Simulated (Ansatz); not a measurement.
**P2HF (singlet): wave-function methods side by side at a displaced geometry (v2), cc-pVDZ**

The task here is to estimate one member of a computed series from the others.

Program: Ansatz 0.2.0, Gaussian basis. Level of theory: cc-pVDZ, core rule «outside noble gas», up to 11 orbitals frozen. These are calculated values, not measurements.

To be run: UHF; CCSD(T) on RHF; CCSD(T) on UHF; BCCD(T) on RHF; CISD; CCSDT(Q) on RHF.

16 further runs of the same task are left out: 6 for a known fault of the program, 4 that didn't finish, 6 set aside as unsound or not needed.

## What is computed

The geometry is a PBE0/def2-TZVP stationary point (not a proven minimum) with its atoms shifted at random (size 0.100 Å).

4 atoms, charge 0, spin multiplicity 1.

Atoms are counted from 1 here; the program's logs count them from 0.

Bond lengths: F1–P2 1.588 Å, P2–P3 1.911 Å, P2–H4 1.342 Å. Angles: F1–P2–P3 129.1°, F1–P2–H4 93.9°, P3–P2–H4 134.7°.

As a file:

```xyz
4

F     0.09573   -0.45575    1.70043
P    -0.06914    0.40041    0.37308
P     0.00748   -0.17213   -1.44867
H     0.09059    1.57529    1.00159
```

The first run:

File in.yaml:

```yaml
crystal:
  periodic: [false, false, false]
  atoms:
    - {symbol: F, position_ang: [0.095731, -0.455750, 1.700430]}
    - {symbol: P, position_ang: [-0.069143, 0.400407, 0.373081]}
    - {symbol: P, position_ang: [0.007477, -0.172127, -1.448668]}
    - {symbol: H, position_ang: [0.090586, 1.575291, 1.001587]}
basis:
  gaussian: {orbitals: cc-pVDZ}
magnetization: {spin_polarized: true, initial_magnetization: 0}
hamiltonian: {xc: hf}
output: {orbitals: {seedname: orbitals}}
```

Command:

```console
> ansatz run in.yaml --threads 1 --pin off --events-out ev --progress --plain --max-ram 2393MiB
```

Steps of the session up to this table: UHF; CCSD(T) on RHF; CCSD(T) on UHF; BCCD(T) on RHF; CISD; CCSDT(Q) on RHF.

One of the session's tables, all rows but one given; the rest of the session is left out.

It belongs to the step «Misses and costs». 

| method | from RCCSDT(Q) (kcal/mol) |
| --- | --- |
| RHF | +290.67 |
| UHF | +290.25 |
| RMP2 | ? |
| CISD | +45.59 |
| RCCSD | +11.65 |
| RCCSD(T) | +1.76 |
| BCCD(T) | +1.63 |
| RCCSDT | +1.13 |
| RCCSDT(Q) | 0 |

Q: Estimate the row for RMP2 from the others.

The run gave: from RCCSDT(Q) (kcal/mol): +27.92. In the column «from RCCSDT(Q) (kcal/mol)» it lies between RCCSD (+11.65) and CISD (+45.59).

Not comparable, so not listed: CCSD(T) on UHF (they don't share determinant, frozen orbitals or solution with the rows shown, or repeat one).

Caveats from the session: Warnings: restricted reference is unstable; spin contamination; large T1 diagnostic.
